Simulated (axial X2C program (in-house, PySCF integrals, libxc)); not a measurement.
# All-electron X2C curves of SiNa

What are the state, bond length, wavenumber and bond energy of SiNa, and what does spin–orbit coupling change?

Computed with an in-house X2C program for linear molecules on PySCF integrals. Level: all-electron X2C, Si dyall-v3z, Na dyall-v3z.

All values are calculated.

### 1 Set-up

The input, task.json:

```json
{"zs": [14, 11], "q": 0, "bas": ["dyall-v3z", "dyall-v3z"], "levels": ["PBE0", "HF", "B3LYP", "PBE"], "cc": false, "r0": 2.71, "npts": 10, "nst": 2, "ntry": 6}
```

Keys: zs atomic numbers; q charge; bas basis sets; levels methods (HF also brings MP2); cc coupled cluster on or off; r0 starting distance in Å; npts points asked for on the curve; nst determinants followed; ntry starts of the search.

The run is started by

```
python so2c.py task.json out
```

Spin-free means the one-electron spin-free X2C Hamiltonian; two-component (2c) means X2C with spin–orbit coupling and atomic mean-field two-electron Coulomb and Gaunt terms. Basis: Si dyall-v3z contracted to [8s7p2d1f], Na dyall-v3z contracted to [9s8p4d2f]; Gaussian nuclei, density fitting. Masses: Si 27.977 u, Na 22.990 u.

Notation: σ, π±, δ± give the projection m of an orbital's angular momentum (0, ±1, ±2), α and β its spin, Λ and M_S the sums; ω is the projection of a spinor's total angular momentum and Ω the sum. Logs are in hartree.

The results follow Hamiltonian by Hamiltonian and level by level.

### 2 State search with PBE0

Determinants are compared with PBE0 at 2.710 Å.

Spin-free determinants:

| ΔE (eV) | state | open shells |
| --- | --- | --- |
| 0.00 | M_S = 3/2, Λ = 0 | beyond closed shells: σα, π+α, π-α |
| 0.45 | M_S = 1/2, Λ = 0 | beyond closed shells: σβ, π+α, π-α |
| 0.60 | M_S = 1/2, Λ = 1 | beyond closed shells: π+α |
| 1.02 | M_S = 1/2, Λ = 0 | beyond closed shells: σα, π+β, π-α |
| 1.02 | M_S = 1/2, Λ = 2 | beyond closed shells: σα, π+α, π+β |
| 2.01 | M_S = 3/2, Λ = 1 | beyond closed shells: 2 × σα, π+α |
| 2.13 | M_S = 1/2, Λ = 1 | beyond closed shells: π+α, π+β, π-α |

Two-component determinants:

```
ΔE (eV)    state                                  open shells
   0.00  Ω = 3/2                excess of +ω over −ω: ω = 3/2
   0.45  Ω = 1/2  excess of +ω over −ω: 2 × ω = -1/2, ω = 3/2
   0.59  Ω = 1/2                excess of +ω over −ω: ω = 1/2
   1.02  Ω = 5/2   excess of +ω over −ω: 2 × ω = 1/2, ω = 3/2
   1.04  Ω = 1/2                excess of +ω over −ω: ω = 1/2
   3.48  Ω = 7/2   excess of +ω over −ω: ω = 1/2, 2 × ω = 3/2
   4.00  Ω = 5/2  excess of +ω over −ω: ω = -1/2, 2 × ω = 3/2
```

### 3 PBE0, spin-free

State followed: M_S = 3/2, Λ = 0 (beyond closed shells: σα, π+α, π-α). The scan is laid around 2.706 Å, a first estimate of the minimum, and this SCF restarts from the orbitals of the search.

The SCF at the reference distance of 2.706 Å:

```text
spin-free X2C-1e  PBE0
basis functions 113  fitting functions 623  grid points 4365
iter        total energy     max residual
   1       -452.316257178     2.69e-02
   2       -452.316847256     3.50e-04
   3       -452.316847912     3.14e-05
   4       -452.316847924     1.89e-05
   5       -452.316847929     1.41e-06
   6       -452.316847929     7.63e-07
converged
one-electron -690.57281845  Coulomb 243.34050513  exact exchange -8.60957842  xc functional -26.59073243  nuclear repulsion 30.11577623
```

Along the bond, energies from the lowest point:

```tsv
R (Å)	E (eV)	μ (D)	HOMO (eV)	LUMO (eV)	iterations
2.354	0.2666	6.34	-4.58	-1.79	9
2.462	0.1111	6.64	-4.48	-1.84	9
2.544	0.0439	6.85	-4.42	-1.87	9
2.625	0.0093	7.06	-4.37	-1.90	9
2.706	0.0000	7.26	-4.32	-1.92	6
2.801	0.0140	7.48	-4.26	-1.95	9
2.895	0.0478	7.68	-4.22	-1.98	9
3.017	0.1112	7.92	-4.17	-2.01	9
3.166	0.2078	8.16	-4.12	-2.05	9
3.382	0.3642	8.39	-4.09	-2.17	9
```

Dipoles are positive if Na is the positive end.

Outer orbitals at the reference distance:

```json
{"symmetry": "π-α", "occupied": "yes", "ε (eV)": "-32.92", "atomic character": "100% Na p"}
{"symmetry": "π+α", "occupied": "yes", "ε (eV)": "-32.92", "atomic character": "100% Na p"}
{"symmetry": "σα", "occupied": "yes", "ε (eV)": "-32.91", "atomic character": "100% Na p"}
{"symmetry": "π+β", "occupied": "yes", "ε (eV)": "-32.86", "atomic character": "100% Na p"}
{"symmetry": "π-β", "occupied": "yes", "ε (eV)": "-32.86", "atomic character": "100% Na p"}
{"symmetry": "σβ", "occupied": "yes", "ε (eV)": "-32.84", "atomic character": "100% Na p"}
{"symmetry": "σα", "occupied": "yes", "ε (eV)": "-11.58", "atomic character": "78% Si s, 10% Na p, 7% Na s"}
{"symmetry": "σβ", "occupied": "yes", "ε (eV)": "-8.92", "atomic character": "77% Si s, 10% Na p, 8% Na s"}
{"symmetry": "σα", "occupied": "yes", "ε (eV)": "-4.93", "atomic character": "72% Si p, 22% Na s, 3% Na p"}
{"symmetry": "π+α", "occupied": "yes", "ε (eV)": "-4.32", "atomic character": "86% Si p, 9% Na p, 6% Na d"}
{"symmetry": "π-α", "occupied": "yes", "ε (eV)": "-4.32", "atomic character": "86% Si p, 9% Na p, 6% Na d"}
{"symmetry": "σβ", "occupied": "no", "ε (eV)": "-1.92", "atomic character": "54% Na s, 37% Si p, 6% Na p"}
{"symmetry": "σα", "occupied": "no", "ε (eV)": "-1.74", "atomic character": "57% Na s, 30% Na p, 11% Si p"}
{"symmetry": "π+β", "occupied": "no", "ε (eV)": "-0.77", "atomic character": "66% Si p, 30% Na p, 4% Na d"}
{"symmetry": "π-β", "occupied": "no", "ε (eV)": "-0.77", "atomic character": "66% Si p, 30% Na p, 4% Na d"}
```

PBE0 fields in the half plane through the axis: z from -2.4 to 5.1 Å across, distance from the axis 0.15 to 2.25 Å upwards; Si lies at z = 0 and Na at z = 2.706 Å; the ELF is damped to zero where the density is low.

log10 density (e/bohr³). Ten even steps from '0' (-4.82 ) to '9' (1.07 ):
```
11222333333333222221111000
12223334444333332222211100
12233444444444333322221100
22334455555444433333221110
23344555555554444443322110
23345556665555455655432111
23445566766555567776432211
23445568986655568987532211
```

ELF. Ten even steps from '0' (0.00 ) to '9' (0.90 ):
```
00013456666554433210000000
00135678887776654211000000
01357889998887642100000000
02468999999988510000000000
13679999999997200000000000
14689984248996003652000000
24789921512894048996100000
25789709590783079298300000
```

Re = 2.700 Å, ωe = 256.7 cm⁻¹, ωexe = 1.52 cm⁻¹, Be = 0.1833 cm⁻¹, De = 1.43 eV, μ = 7.24 D.

### 4 HF, spin-free

The SCF at the reference distance of 2.706 Å:

```text
spin-free X2C-1e  HF
basis functions 113  fitting functions 623  grid points 4365
iter        total energy     max residual
   1       -451.554850758     7.31e-02
   2       -451.564554352     3.75e-03
   3       -451.564951368     1.45e-03
   4       -451.565055999     8.26e-04
   5       -451.565105431     5.57e-04
   6       -451.565132818     2.60e-04
   7       -451.565137974     9.47e-05
   8       -451.565138416     4.99e-05
   9       -451.565138589     2.84e-05
  10       -451.565138665     6.25e-06
  11       -451.565138670     2.31e-06
  12       -451.565138670     8.72e-07
converged
one-electron -690.59001124  Coulomb 243.40821021  exact exchange -34.49911387  xc functional 0.00000000  nuclear repulsion 30.11577623
```

Re = 2.739 Å, ωe = 256.0 cm⁻¹, ωexe = 1.36 cm⁻¹, Be = 0.1781 cm⁻¹, De = 0.924 eV, μ = 8.37 D.

### 5 B3LYP, spin-free

Output at 2.706 Å:

```text
spin-free X2C-1e  B3LYP
basis functions 113  fitting functions 623  grid points 4365
iter        total energy     max residual
   1       -452.569743140     2.52e-02
   2       -452.571332083     1.33e-03
   3       -452.571357796     6.00e-04
   4       -452.571363784     2.23e-04
   5       -452.571365132     8.42e-05
   6       -452.571365353     2.43e-05
   7       -452.571365381     1.87e-05
   8       -452.571365389     1.04e-06
   9       -452.571365389     2.91e-07
converged
one-electron -690.58830778  Coulomb 243.34794775  exact exchange -6.88440641  xc functional -28.56237518  nuclear repulsion 30.11577623
```

Re = 2.717 Å, ωe = 245.3 cm⁻¹, ωexe = 1.7 cm⁻¹, Be = 0.181 cm⁻¹, De = 1.20 eV, μ = 6.78 D.

### 6 PBE, spin-free

Output at 2.706 Å:

```text
spin-free X2C-1e  PBE
basis functions 113  fitting functions 623  grid points 4365
iter        total energy     max residual
   1       -452.280581008     2.80e-02
   2       -452.282176842     3.21e-03
   3       -452.281803613     3.88e-03
   4       -452.282444753     8.97e-04
   5       -452.282465089     1.51e-04
   6       -452.282465661     2.91e-05
   7       -452.282465682     1.27e-05
   8       -452.282465685     2.72e-06
   9       -452.282465685     8.33e-07
converged
one-electron -690.42264357  Coulomb 243.16347110  exact exchange 0.00000000  xc functional -35.13906945  nuclear repulsion 30.11577623
```

Re = 2.716 Å, ωe = 246.5 cm⁻¹, ωexe = 1.6 cm⁻¹, Be = 0.181 cm⁻¹, De = 1.45 eV, μ = 6.66 D.

### 7 Correlated methods, spin-free

Correlated methods: 13 electrons correlated (frozen shells, counted by type: Si 2 s, 1 p; Na 1 s), 191 virtual spinors in MP2.

MP2: Re = 2.696 Å, ωe = 266.0 cm⁻¹, Be = 0.1837 cm⁻¹, De = 1.41 eV.

### 8 A higher determinant, spin-free

State: M_S = 1/2, Λ = 0 (beyond closed shells: σβ, π+α, π-α).

Output at the reference distance:

```text
spin-free X2C-1e  PBE0
basis functions 113  fitting functions 623  grid points 4365
iter        total energy     max residual
   1       -452.299820512     2.70e-02
   2       -452.300414602     3.71e-04
   3       -452.300415353     2.74e-05
   4       -452.300415367     2.12e-05
   5       -452.300415372     2.12e-06
   6       -452.300415372     8.83e-07
converged
one-electron -690.47166877  Coulomb 243.23873427  exact exchange -8.60385364  xc functional -26.57940346  nuclear repulsion 30.11577623
```

```tsv
R (Å)	E above the lowest PBE0 point (eV)
2.354	0.761
2.462	0.593
2.544	0.515
2.625	0.469
2.706	0.447
2.801	0.446
2.895	0.464
3.017	0.506
3.166	0.575
```

Re = 2.757 Å, ωe = 230.3 cm⁻¹, Be = 0.1758 cm⁻¹, μ = 7.02 D. ⟨S²⟩ = 1.77 against 0.75 for a pure state, so this determinant mixes spins. Te = 0.44 eV.

### 9 The spin-free curves together

Energy (eV) of the followed determinant, spin-free, from each level's lowest point:

```tsv
R (Å)	PBE0	HF	MP2	B3LYP	PBE
2.354	0.267	0.338	0.276	0.277	0.277
2.462	0.111	0.154	0.114	0.120	0.120
2.544	0.044	0.069	0.045	0.051	0.051
2.625	0.009	0.020	0.009	0.013	0.013
2.706	0.000	0.000	0.000	0.000	0.000
2.801	0.014	0.004	0.016	0.009	0.009
2.895	0.048	0.030	0.053	0.037	0.037
3.017	0.111	0.088	0.124	0.091	0.093
3.166	0.208	0.181	0.233	0.175	0.179
3.382	0.364	0.336	0.414	0.311	0.321
```

### 10 PBE0, 2c

State followed: Ω = 3/2 (excess of +ω over −ω: ω = 3/2). The scan is laid around 2.706 Å, a first estimate of the minimum, and this SCF restarts from the orbitals of the search.

Output at 2.706 Å:

```text
two-component X2C + atomic mean field  PBE0
basis functions 113  fitting functions 623  grid points 4365
iter        total energy     max residual
   1       -452.264339010     2.69e-02
   2       -452.264929820     3.50e-04
   3       -452.264930507     3.09e-05
   4       -452.264930534     1.90e-05
   5       -452.264930544     5.61e-06
   6       -452.264930550     3.46e-06
   7       -452.264930553     1.83e-06
   8       -452.264930554     3.04e-07
converged
one-electron -690.43251062  Coulomb 243.29790169  exact exchange -8.60808237  xc functional -26.58607394  nuclear repulsion 30.11577623  atomic mean-field constant -0.05194154
```

Along the bond, energies from the lowest point:

```tsv
R (Å)	E (eV)	μ (D)	HOMO (eV)	LUMO (eV)	iterations
2.354	0.2671	6.34	-4.57	-1.79	9
2.462	0.1114	6.63	-4.48	-1.84	9
2.544	0.0441	6.85	-4.41	-1.87	9
2.625	0.0094	7.06	-4.36	-1.90	9
2.706	0.0000	7.26	-4.31	-1.92	8
2.801	0.0139	7.48	-4.25	-1.95	9
2.895	0.0476	7.68	-4.21	-1.98	9
3.017	0.1110	7.92	-4.16	-2.01	9
3.166	0.2075	8.16	-4.11	-2.05	9
3.382	0.3638	8.38	-4.08	-2.17	10
```

Dipoles are positive if Na is the positive end.

Outer spinors at the reference distance:

```csv
ω,occupied,ε (eV),atomic character,λ mixture
-1/2,yes,-33.00,100% Na p,"82% π, 18% σ"
1/2,yes,-32.98,100% Na p,"50% π, 50% σ"
3/2,yes,-32.86,100% Na p,100% π
1/2,yes,-32.83,100% Na p,"50% σ, 50% π"
-1/2,yes,-32.80,100% Na p,"82% σ, 18% π"
-3/2,yes,-32.80,100% Na p,100% π
1/2,yes,-11.58,"78% Si s, 10% Na p, 7% Na s",100% σ
-1/2,yes,-8.92,"77% Si s, 10% Na p, 8% Na s",100% σ
1/2,yes,-4.93,"72% Si p, 22% Na s, 3% Na p",100% σ
-1/2,yes,-4.33,"86% Si p, 9% Na p, 6% Na d",100% π
3/2,yes,-4.31,"86% Si p, 9% Na p, 6% Na d",100% π
-1/2,no,-1.92,"54% Na s, 37% Si p, 6% Na p",100% σ
1/2,no,-1.74,"57% Na s, 30% Na p, 11% Si p",100% σ
1/2,no,-0.77,"66% Si p, 29% Na p, 4% Na d",100% π
-3/2,no,-0.76,"66% Si p, 30% Na p, 4% Na d",100% π
```

PBE0 fields in the half plane through the axis: z from -2.4 to 5.1 Å across, distance from the axis 0.15 to 2.25 Å upwards; Si lies at z = 0 and Na at z = 2.706 Å; the ELF is damped to zero where the density is low.

log10 density (e/bohr³). Ten even steps from '0' (-4.82 ) to '9' (1.07 ):
```
11222333333333222221111000
12223334444333332222211100
12233444444444333322221100
22334455555444433333221110
23344555555554444443322110
23345556665555455655432111
23445566766555567776432211
23445568986655568987532211
```

ELF. Ten even steps from '0' (0.00 ) to '9' (0.90 ):
```
00013456666554433210000000
00135678887776654211000000
01357889998887642100000000
02468999999988510000000000
13679999999997200000000000
14689984248996003652000000
24789921512894048996100000
25789709590783079198300000
```

Re = 2.700 Å, ωe = 256.6 cm⁻¹, ωexe = 1.52 cm⁻¹, Be = 0.1833 cm⁻¹, De = 1.43 eV, μ = 7.24 D.

### 11 HF, 2c

The SCF at the reference distance of 2.706 Å:

```text
two-component X2C + atomic mean field  HF
basis functions 113  fitting functions 623  grid points 4365
iter        total energy     max residual
   1       -451.503103727     7.31e-02
   2       -451.512804300     3.75e-03
   3       -451.513201465     1.45e-03
   4       -451.513306171     8.26e-04
   5       -451.513355639     5.57e-04
   6       -451.513383060     2.60e-04
   7       -451.513388226     9.44e-05
   8       -451.513388673     4.98e-05
   9       -451.513388851     2.83e-05
  10       -451.513388934     6.21e-06
  11       -451.513388943     5.54e-06
  12       -451.513388947     5.17e-06
  13       -451.513388950     4.62e-06
  14       -451.513388957     3.40e-06
  15       -451.513388964     5.89e-07
  16       -451.513388965     1.45e-07
converged
one-electron -690.44961176  Coulomb 243.36550555  exact exchange -34.49311744  xc functional 0.00000000  nuclear repulsion 30.11577623  atomic mean-field constant -0.05194154
```

Re = 2.739 Å, ωe = 255.9 cm⁻¹, ωexe = 1.36 cm⁻¹, Be = 0.1781 cm⁻¹, De = 0.921 eV, μ = 8.37 D.

### 12 B3LYP, 2c

The SCF at the reference distance of 2.706 Å:

```text
two-component X2C + atomic mean field  B3LYP
basis functions 113  fitting functions 623  grid points 4365
iter        total energy     max residual
   1       -452.517744997     2.52e-02
   2       -452.519335244     1.33e-03
   3       -452.519361556     6.00e-04
   4       -452.519367867     2.24e-04
   5       -452.519369449     8.44e-05
   6       -452.519369892     2.56e-05
   7       -452.519370081     2.05e-05
   8       -452.519370194     1.66e-05
   9       -452.519370328     9.36e-06
  10       -452.519370388     1.63e-06
  11       -452.519370390     4.96e-07
converged
one-electron -690.44803684  Coulomb 243.30534353  exact exchange -6.88319913  xc functional -28.55731263  nuclear repulsion 30.11577623  atomic mean-field constant -0.05194154
```

Re = 2.717 Å, ωe = 245.2 cm⁻¹, ωexe = 1.7 cm⁻¹, Be = 0.181 cm⁻¹, De = 1.20 eV, μ = 6.77 D.

### 13 PBE, 2c

The SCF at the reference distance of 2.706 Å:

```text
two-component X2C + atomic mean field  PBE
basis functions 113  fitting functions 623  grid points 4365
iter        total energy     max residual
   1       -452.228602778     2.80e-02
   2       -452.230198017     3.21e-03
   3       -452.229824459     3.88e-03
   4       -452.230466108     8.98e-04
   5       -452.230486463     1.50e-04
   6       -452.230487033     2.90e-05
   7       -452.230487054     1.27e-05
   8       -452.230487057     2.71e-06
   9       -452.230487057     8.32e-07
converged
one-electron -690.28231461  Coulomb 243.12084460  exact exchange 0.00000000  xc functional -35.13285173  nuclear repulsion 30.11577623  atomic mean-field constant -0.05194154
```

Re = 2.717 Å, ωe = 246.5 cm⁻¹, ωexe = 1.6 cm⁻¹, Be = 0.181 cm⁻¹, De = 1.45 eV, μ = 6.66 D.

### 14 MP2, 2c

Correlated methods: 13 electrons correlated (frozen shells, counted by type: Si 2 s, 1 p; Na 1 s), 191 virtual spinors in MP2.

MP2: Re = 2.697 Å, ωe = 265.9 cm⁻¹, Be = 0.1837 cm⁻¹, De = 1.42 eV.

### 15 A higher determinant, 2c

State: Ω = 1/2 (excess of +ω over −ω: 2 × ω = -1/2, ω = 3/2).

Output at the reference distance:

```text
two-component X2C + atomic mean field  PBE0
basis functions 113  fitting functions 623  grid points 4365
iter        total energy     max residual
   1       -452.247899983     2.70e-02
   2       -452.248494841     3.71e-04
   3       -452.248495605     2.34e-05
   4       -452.248495622     1.99e-05
   5       -452.248495628     2.76e-06
   6       -452.248495628     1.29e-06
converged
one-electron -690.33126746  Coulomb 243.19604223  exact exchange -8.60235895  xc functional -26.57474613  nuclear repulsion 30.11577623  atomic mean-field constant -0.05194154
```

```tsv
R (Å)	E above the lowest PBE0 point (eV)
2.354	0.761
2.462	0.593
2.544	0.515
2.625	0.469
2.706	0.447
2.801	0.446
2.895	0.464
3.017	0.506
3.166	0.575
```

Re = 2.757 Å, ωe = 230.2 cm⁻¹, Be = 0.1757 cm⁻¹, μ = 7.02 D. Te = 0.44 eV.

### 16 The 2c curves together

Energy (eV) of the followed determinant, 2c, from each level's lowest point:

```tsv
R (Å)	PBE0	HF	MP2	B3LYP	PBE
2.354	0.267	0.339	0.276	0.277	0.278
2.462	0.111	0.154	0.115	0.120	0.120
2.544	0.044	0.070	0.045	0.051	0.051
2.625	0.009	0.021	0.009	0.013	0.013
2.706	0.000	0.000	0.000	0.000	0.000
2.801	0.014	0.004	0.016	0.009	0.009
2.895	0.048	0.030	0.053	0.036	0.037
3.017	0.111	0.087	0.124	0.091	0.093
3.166	0.207	0.180	0.232	0.175	0.179
3.382	0.364	0.336	0.414	0.310	0.321
```

Time for the job: 54 s (1 thread, shared host).

### 17 Constants

Lowest determinant that the search found at its distance, spin-free: M_S = 3/2, Λ = 0 (beyond closed shells: σα, π+α, π-α).

Lowest determinant that the search found at its distance, 2c: Ω = 3/2 (excess of +ω over −ω: ω = 3/2).

| Hamiltonian | level | Re (Å) | ωe (cm⁻¹) | De (eV) | μ (D) |
| --- | --- | --- | --- | --- | --- |
| spin-free | PBE0 | 2.700 | 256.7 | 1.43 | 7.24 |
| spin-free | HF | 2.739 | 256.0 | 0.924 | 8.37 |
| spin-free | MP2 | 2.696 | 266.0 | 1.41 | n/a |
| spin-free | B3LYP | 2.717 | 245.3 | 1.20 | 6.78 |
| spin-free | PBE | 2.716 | 246.5 | 1.45 | 6.66 |
| 2c | PBE0 | 2.700 | 256.6 | 1.43 | 7.24 |
| 2c | HF | 2.739 | 255.9 | 0.921 | 8.37 |
| 2c | MP2 | 2.697 | 265.9 | 1.42 | n/a |
| 2c | B3LYP | 2.717 | 245.2 | 1.20 | 6.77 |
| 2c | PBE | 2.717 | 246.5 | 1.45 | 6.66 |

Dipoles are positive if Na is the positive end.

Time per point (s) on 1 thread, shared host (2c runs); the times are rough: PBE0 0.39, HF 0.29, MP2 0.44, B3LYP 0.53, PBE 0.27.

**Reading.** At MP2, going from spin-free to two-component changes Re by 0 mÅ, ωe by 0.0 %, which is small (part of it comes from the scalar share of the two-electron terms). De moves by +0.01 eV; both De rest on single-determinant atoms, which can miss part of an open shell's spin–orbit lowering.

De refers to Si + Na, each in the lowest determinant found, which need not be this curve's own limit. The state is a single determinant with fixed occupations, the lowest that a limited PBE0 search found. Dissociation energies refer to the lowest single-determinant-based atoms at the same level and basis. Density functionals use the spin component along the axis (collinear). With several unpaired electrons one determinant need not be a pure state.
